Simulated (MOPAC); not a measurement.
MOPAC input (AM1):

```
AM1 1SCF UHF MS=0.5 GEO-OK AUX(PRECISION=9) THREADS=1
C3H7O

O     0.16648706 1   -0.70931098 1    0.16521394 1
C    -0.01381313 1    0.67922663 1   -0.11817932 1
C     1.43955763 1   -1.15721352 1    0.09942835 1
C    -1.49052210 1    0.99460167 1   -0.05875851 1
H     0.54771103 1    1.26663251 1    0.61598981 1
H     0.39719059 1    0.89500950 1   -1.11146464 1
H     2.15719458 1   -0.59958150 1   -0.49164286 1
H     1.54213033 1   -2.21892541 1    0.26244535 1
H    -2.04086846 1    0.40609664 1   -0.79376212 1
H    -1.89139743 1    0.77281797 1    0.93086873 1
H    -1.65519161 1    2.05274955 1   -0.26908893 1
```

Output:

```
 *******************************************************************************
 **                                                                           **
 **                              MOPAC v23.2.5                                **
 **                                                                           **
 *******************************************************************************
 ** MOPAC's Digital Object Identifier: https://doi.org/10.5281/zenodo.6511958 **
 **                                                                           **
 ** Please cite the open-source release paper for use of this MOPAC version:  **
 ** J. E. Moussa and J. J. P. Stewart (2026)                                  **
 ** MOPAC: An open-source semiempirical molecular orbital program             **
 ** J. Open Source Softw., 11(119), 8025, https://doi.org/10.21105/joss.08025 **
 *******************************************************************************

                              AM1 CALCULATION RESULTS

 *******************************************************************************
 *  AM1        - The AM1 Hamiltonian to be used
 *  GEO-OK     - OVERRIDE INTERATOMIC DISTANCE AND OTHER SAFETY CHECKS
 *  UHF        - UNRESTRICTED HARTREE-FOCK CALCULATION
 *  MS=        - IN MECI, MAGNETIC COMPONENT OF SPIN =  0.5
 *  1SCF       - DO 1 SCF AND THEN STOP
 *  AUX        - OUTPUT AUXILIARY INFORMATION
 *******************************************************************************
AM1 1SCF UHF MS=0.5 GEO-OK AUX(PRECISION=9) THREADS=1
 C3H7O

   ATOM   CHEMICAL          X               Y               Z
  NUMBER   SYMBOL      (ANGSTROMS)     (ANGSTROMS)     (ANGSTROMS)

     1       O          0.16648706  *  -0.70931098  *   0.16521394  *
     2       C         -0.01381313  *   0.67922663  *  -0.11817932  *
     3       C          1.43955763  *  -1.15721352  *   0.09942835  *
     4       C         -1.49052210  *   0.99460167  *  -0.05875851  *
     5       H          0.54771103  *   1.26663251  *   0.61598981  *
     6       H          0.39719059  *   0.89500950  *  -1.11146464  *
     7       H          2.15719458  *  -0.59958150  *  -0.49164286  *
     8       H          1.54213033  *  -2.21892541  *   0.26244535  *
     9       H         -2.04086846  *   0.40609664  *  -0.79376212  *
    10       H         -1.89139743  *   0.77281797  *   0.93086873  *
    11       H         -1.65519161  *   2.05274955  *  -0.26908893  *

          CARTESIAN COORDINATES

    NO.       ATOM           X           Y           Z

     1         O          0.1665     -0.7093      0.1652
     2         C         -0.0138      0.6792     -0.1182
     3         C          1.4396     -1.1572      0.0994
     4         C         -1.4905      0.9946     -0.0588
     5         H          0.5477      1.2666      0.6160
     6         H          0.3972      0.8950     -1.1115
     7         H          2.1572     -0.5996     -0.4916
     8         H          1.5421     -2.2189      0.2624
     9         H         -2.0409      0.4061     -0.7938
    10         H         -1.8914      0.7728      0.9309
    11         H         -1.6552      2.0527     -0.2691

  H: (AM1): M.J.S. DEWAR ET AL, J. AM. CHEM. SOC. 107 3902-3909 (1985)
  C: (AM1): M.J.S. DEWAR ET AL, J. AM. CHEM. SOC. 107 3902-3909 (1985)
  O: (AM1): M.J.S. DEWAR ET AL, J. AM. CHEM. SOC. 107 3902-3909 (1985)

           Empirical Formula: C3 H7 O  =    11 atoms

      MOLECULAR POINT GROUP   :   C1

          UHF CALCULATION, NO. OF ALPHA ELECTRONS =   13
                           NO. OF BETA  ELECTRONS =   12

 -------------------------------------------------------------------------------
 AM1 1SCF UHF MS=0.5 GEO-OK AUX(PRECISION=9) THREADS=1
 C3H7O

     1SCF WAS SPECIFIED, SO BFGS WAS NOT USED
     SCF FIELD WAS ACHIEVED

                              AM1 CALCULATION
                                                       MOPAC v23.2.5 Linux

          FINAL HEAT OF FORMATION =        -25.82876 KCAL/MOL =    -108.06754 KJ/MOL

          COSMO AREA              =        106.50 SQUARE ANGSTROMS
          COSMO VOLUME            =         89.03 CUBIC ANGSTROMS

          IONIZATION POTENTIAL    =          8.660494 EV
          ALPHA SOMO LUMO (EV)    =         -8.660  2.627
          BETA  SOMO LUMO (EV)    =        -11.384  1.735
          NO. OF ALPHA ELECTRONS  =         13
          NO. OF BETA  ELECTRONS  =         12
          MOLECULAR WEIGHT        =         59.0877         POINT GROUP:  C1

          MOLECULAR DIMENSIONS (Angstroms)

            Atom       Atom       Distance
            H    11    H     8     5.36215
            H    10    H     7     2.99427
            H     9    H     5     2.58962

          SCF CALCULATIONS        =          1

   ATOM   CHEMICAL          X               Y               Z
  NUMBER   SYMBOL      (ANGSTROMS)     (ANGSTROMS)     (ANGSTROMS)

     1       O          0.16648706  *  -0.70931098  *   0.16521394  *
     2       C         -0.01381313  *   0.67922663  *  -0.11817932  *
     3       C          1.43955763  *  -1.15721352  *   0.09942835  *
     4       C         -1.49052210  *   0.99460167  *  -0.05875851  *
     5       H          0.54771103  *   1.26663251  *   0.61598981  *
     6       H          0.39719059  *   0.89500950  *  -1.11146464  *
     7       H          2.15719458  *  -0.59958150  *  -0.49164286  *
     8       H          1.54213033  *  -2.21892541  *   0.26244535  *
     9       H         -2.04086846  *   0.40609664  *  -0.79376212  *
    10       H         -1.89139743  *   0.77281797  *   0.93086873  *
    11       H         -1.65519161  *   2.05274955  *  -0.26908893  *

                             CARTESIAN COORDINATES

   1    O        0.166487060    -0.709310980     0.165213940
   2    C       -0.013813130     0.679226630    -0.118179320
   3    C        1.439557630    -1.157213520     0.099428350
   4    C       -1.490522100     0.994601670    -0.058758510
   5    H        0.547711030     1.266632510     0.615989810
   6    H        0.397190590     0.895009500    -1.111464640
   7    H        2.157194580    -0.599581500    -0.491642860
   8    H        1.542130330    -2.218925410     0.262445350
   9    H       -2.040868460     0.406096640    -0.793762120
  10    H       -1.891397430     0.772817970     0.930868730
  11    H       -1.655191610     2.052749550    -0.269088930

           Empirical Formula: C3 H7 O  =    11 atoms

      MOLECULAR POINT GROUP   :   C1

          ALPHA EIGENVALUES
 -39.65587 -32.71664 -26.32076 -23.89671 -17.75860 -16.90365 -16.36510 -13.93327
 -13.60228 -13.06207 -12.26614 -11.79606  -8.66049   2.62684   3.86239   4.02692
   4.22731   4.23156   4.62745   4.81103   4.97036   5.11734   6.40360

           BETA EIGENVALUES
 -39.24944 -32.57809 -25.32339 -23.67899 -17.55481 -16.51445 -16.17925 -13.61774
 -13.38306 -12.95092 -12.15997 -11.38423   1.73514   2.91633   3.90671   4.14256
   4.23747   4.58101   4.71999   4.83036   5.10337   5.37945   6.83058

              NET ATOMIC CHARGES AND DIPOLE CONTRIBUTIONS

  ATOM NO.   TYPE          CHARGE      No. of ELECS.   s-Pop       p-Pop
    1          O          -0.199115        6.1991     1.85997     4.33915
    2          C          -0.017283        4.0173     1.22539     2.79190
    3          C          -0.215107        4.2151     1.30238     2.91272
    4          C          -0.213172        4.2132     1.21366     2.99952
    5          H           0.074612        0.9254     0.92539
    6          H           0.066463        0.9335     0.93354
    7          H           0.103698        0.8963     0.89630
    8          H           0.143765        0.8562     0.85623
    9          H           0.085956        0.9140     0.91404
   10          H           0.088252        0.9117     0.91175
   11          H           0.081932        0.9181     0.91807
 DIPOLE           X         Y         Z       TOTAL
 POINT-CHG.     0.047     1.011    -0.428     1.099
 HYBRID         0.213     0.126    -0.372     0.447
 SUM            0.261     1.137    -0.799     1.414

          ATOMIC ORBITAL ELECTRON POPULATIONS

     Atom    s        px        py        pz
    1  O   1.85997   1.27535   1.24740   1.81640
    2  C   1.22539   0.97378   0.81938   0.99873
    3  C   1.30238   0.84194   0.99563   1.07515
    4  C   1.21366   0.94409   1.01583   1.03959
    5  H   0.92539
    6  H   0.93354
    7  H   0.89630
    8  H   0.85623
    9  H   0.91404
   10  H   0.91175
   11  H   0.91807

                    (SZ)    =    0.500000
                    (S**2)  =    0.756298

          ATOMIC ORBITAL SPIN POPULATIONS

    Atom   Total    s     px     py     pz
         Atomic
    1  O  0.1093  0.005 -0.017  0.010  0.112
    2  C -0.0039 -0.000  0.000 -0.002 -0.002
    3  C  0.9689  0.073  0.085  0.126  0.685
    4  C -0.0019 -0.000 -0.001 -0.000 -0.000
    5  H  0.0055  0.005
    6  H  0.0030  0.003
    7  H -0.0383 -0.038
    8  H -0.0423 -0.042
    9  H  0.0000  0.000
   10  H  0.0001  0.000
   11  H -0.0004 -0.000

 **********************
 *                    *
 * JOB ENDED NORMALLY *
 *                    *
 **********************

 == MOPAC DONE ==
```
